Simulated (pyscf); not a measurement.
This saddle point was located with ωB97X-D3(BJ)/def2-SVP in PySCF.

```xyz
7

O     -0.9095    -0.0814     1.3687
Ta     0.0370    -0.0291    -0.1442
F     -1.8474    -1.0717    -0.4308
F     -0.6098     1.1634    -1.4300
F      0.8314    -1.6515    -0.6238
F      1.5676     0.9004     0.3640
H     -1.7535    -0.7142     0.6557
```
Charge 0, spin multiplicity 1.

Surface: singlet, charge 0. Lowest wavenumbers (cm⁻¹): 1099i, 117, 154, 195, 208.

**Question.** What reaction is this the transition state of?

**Answer.** HO–Ta(F)(F)(F)–F <-> O=Ta(F)(F)–F + HF, an elimination read from left to right: H–O, F–Ta broken and F–H formed. At ωB97M-D3(BJ)/def2-TZVP it lies +1.34 eV from the left side and -0.18 eV from the right (each side as separated species at their lowest minima found). On the product side the descent ends in an adduct with a F–Ta contact, 0.47 eV under the separated species and 0.24 eV under the saddle at ωB97X-D3(BJ)/def2-TZVP. At ωB97M-D3(BJ) the saddle lies under the separated products, which points to a path from their complex (located at ωB97X-D3(BJ) alone), and parting the products costs more than the saddle. What is counted as broken (F–Ta) persists as a longer contact in the product adduct; parting that adduct is a step of its own. At the saddle there is also a short H–Ta contact that neither side keeps. One saddle was located; it need not be the lowest between these sides. Elements past Kr carry the def2 core potentials, without spin-orbit coupling.
